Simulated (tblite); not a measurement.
Compound: ethanethial, C2H4S.
SMILES: `CC=S`

Computed with GFN2-xTB (tblite): harmonic, unscaled wavenumbers at the GFN2-xTB geometry, gas phase. This tight-binding method is rough: wavenumbers can miss measured ones by several per cent, in bad cases by 10 to 20.

Harmonic wavenumbers (cm⁻¹): 140.3, 370.4, 713.2, 882.5, 980.8, 1076.3, 1180.9, 1321.1, 1375.2, 1444.4, 1457.9, 2972.2, 2980.2, 2998.3, 3052.9.

A = 48358, B = 5868, C = 5406 MHz; mass 60.003 u (most abundant isotopes); point group Cs, symmetry number 1.

Q: What is the zero-point energy?

A: Half the sum of the wavenumbers: 11473 cm⁻¹ = 32.80 kcal/mol.

Q: Entropy at 273.15 K, 1 bar (ideal gas, RRHO, classical rotation)?

A: Translation 37.79, rotation 22.60, vibration 4.10: S = 64.5 cal/(mol K).

Q: And Cp and H(273.15 K) − H(0)?

A: Cp = 13.37 cal/(mol K), of which vibrations give 5.43 (their classical limit is 15 R = 29.8); H(273.15 K) − H(0) = 2.83 kcal/mol without the zero-point energy, 0.66 from vibrations.

Q: What must be added to the electronic energy to get the Gibbs energy at 273.15 K and 1 bar?

A: ZPE + [H(273.15 K) − H(0)] − T·S = 32.80 + 2.83 − 17.62 = 18.01 kcal/mol.

Q: Blend soft modes into free rotors: weight 1/[1 + (100 cm⁻¹/ν̃)⁴] for the oscillator and the rest for a rotor with moment μB/(μ + B), μ = h/(8π²ν), B = 10⁻⁴⁴ kg m². What vibrational entropy results?

A: 4.06 cal/(mol K) in place of 4.10, which changes −T·S at 273.15 K by +0.01 kcal/mol.

Q: Which modes carry the vibrational entropy at 273.15 K?

A: 140.3 cm⁻¹: 2.63; 370.4 cm⁻¹: 0.95; 713.2 cm⁻¹: 0.23; 882.5 cm⁻¹: 0.11; 980.8 cm⁻¹: 0.07; 1076.3 cm⁻¹: 0.05 cal/(mol K); the other 9 give 0.07 together.

Hindered rotation and anharmonicity are outside this model.
